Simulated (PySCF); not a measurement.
Level of theory and adiabatic energies of losing or gaining an electron: hydroxyl

Structure: `[OH]` (OH•). The parent is a doublet.

All levels share the PBE0-D3(BJ)/ma-def2-SVP structures and the PBE0-D3(BJ)/ma-def2-SVP thermal terms; only the single-point energies (PySCF) change. Values are adiabatic energies of losing or gaining an electron (0 K, eV).

```csv
level,ionisation energy to the triplet cation,ionisation energy to the singlet cation,time
HF/aug-cc-pVTZ,11.32,15.08,1.8 s
CCSD(T)/aug-cc-pVTZ,12.86,15.39,78 s
MP2/aug-cc-pVTZ,12.92,16.06,5.1 s
CAM-B3LYP-D3(BJ)/ma-def2-TZVP,13.17,16.21,–
```

Times are wall times for all single points of a level on 1 thread of Arm Neoverse V1, a shared host; the dash marks the run that also made the structures.

Hartree-Fock leaves out electron correlation, so its ionisation energies and electron affinities from energy differences come out too low, often by 1 eV or more.

The widest spread is that of ionisation energy to the triplet cation: 1.86 eV, from 11.32 to 13.17.

Note: the singlet was run as a closed shell, which can place it too high against the triplet, even in the wrong order.

Differences come from unrounded values, so a last digit can differ from that of the printed terms.
